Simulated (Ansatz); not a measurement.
A nudged elastic band was laid between two geometries of CH3NSi (6 atoms, charge 0, multiplicity 1).

These are results of Ansatz 0.2.0, RKS PBE0-D4/STO-3G, not measurements.

| Property | Result |
| --- | --- |
| movable images | 5 |
| climbing image | yes |
| spring | 5.0 eV/Å² |
| optimiser | quadratic models (default) |
| start path | through a guess of the saddle point |
| force threshold | 0.05 eV/Å |
| iteration limit | 60 |
| end points | relaxed |

First end point:

```xyz
6
Properties=species:S:1:pos:R:3
C -0.433 -0.937 -0.131
N 0.819 -1.020 0.282
Si 0.202 0.705 0.040
H -1.166 -1.725 -0.354
H 0.693 1.430 -1.104
H -0.073 1.483 1.220
```

Last end point:

```xyz
6
Properties=species:S:1:pos:R:3
C -1.339 -0.583 -0.438
N -0.110 -0.939 -0.025
Si -0.030 0.815 -0.039
H 0.288 -1.897 0.128
H 0.990 1.244 -0.970
H 0.243 1.296 1.298
```

Task: What changes between the two ends?

Result: Bonds broken: C1–H4. Bonds formed: N2–H4.

Task: Give the energies along the band, and the barrier.

Result: The run converged. The highest image is number 3 of 0 to 6, 370.0 kJ/mol above the first end and 230.0 kJ/mol above the last; the last end lies 139.9 kJ/mol above the first. Neighbouring images differ by up to 1.7 eV, so the band resolves the path poorly. A vibrational analysis at the climbing image gives one clearly imaginary mode, 1591i cm⁻¹: a first-order saddle point. The orbitals stay closed-shell, which can raise the energy where a bond breaks towards radicals; this wasn't checked here. Limits of this set-up: minimal basis.

```
image  path coordinate (Å)  energy (kJ/mol)  C1–H4 (Å)  N2–H4 (Å)
    0                 0.00              0.0       1.10       2.20
    1                 0.50             39.6       1.09       2.11
    2                 1.00            201.2       1.10       1.76
    3                 1.50            370.0       1.30       1.29
    4                 1.96            279.7       1.74       1.07
    5                 2.43            174.4       2.06       1.04
    6                 2.89            139.9       2.17       1.05
```

Task: What is the geometry of the highest image?

Result: 
```xyz
6
Properties=species:S:1:pos:R:3:forces:R:3
C -1.076 -0.806 0.015 0.00 0.00 0.01
N 0.279 -1.022 0.445 -0.02 -0.02 -0.01
Si 0.012 0.749 -0.033 -0.02 0.02 -0.02
H -0.229 -1.578 -0.604 0.02 0.00 0.00
H 0.923 1.137 -1.083 0.01 0.00 0.00
H 0.133 1.456 1.213 0.01 0.00 0.01
```

Time of the run: 37 s on 1 thread of Arm Neoverse V2, with other jobs on the host, peak memory 0.08 GiB.
